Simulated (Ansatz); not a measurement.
Na₃, relaxed as a doublet with UKS B3LYP/def2-TZVP in Ansatz, starting from the GFN2-xTB geometry. Force threshold 0.02 eV/Å.

Another isomer (doublet) lies 0.04 eV lower at PBE0/def2-TZVP; other spin states weren't run for this one.

Start:

```xyz
3

Na   -0.2975   -0.6132   -0.5799
Na    1.4908    1.5168   -1.6421
Na   -1.1933   -0.9036    2.2220
```

| step | energy (eV) | largest force component (eV/Å) | SCF passes |
| --- | --- | --- | --- |
| 1 | -13249.4236 | 0.248 | 32 |
| 2 | -13249.4416 | 0.207 | 33 |
| 3 | -13249.4887 | 0.027 | 36 |
| 4 | -13249.4895 | 0.014 | 33 |

Force components are those of the run's own axes.

End:

| atom | x (Å) | y (Å) | z (Å) |
| --- | --- | --- | --- |
| Na1 | -0.3388 | -0.7036 | -0.6758 |
| Na2 | 1.6033 | 1.6438 | -1.7290 |
| Na3 | -1.2645 | -0.9402 | 2.4048 |

By distances, no bond broke or formed. The bond that changes most is Na1–Na3, from 2.96 to 3.23 Å (atoms count from 1).

No frequencies were taken in this run, so the end may be a saddle point.

Hardware: 2 threads of Arm Neoverse V1 on a shared host. Wall time 14 s.
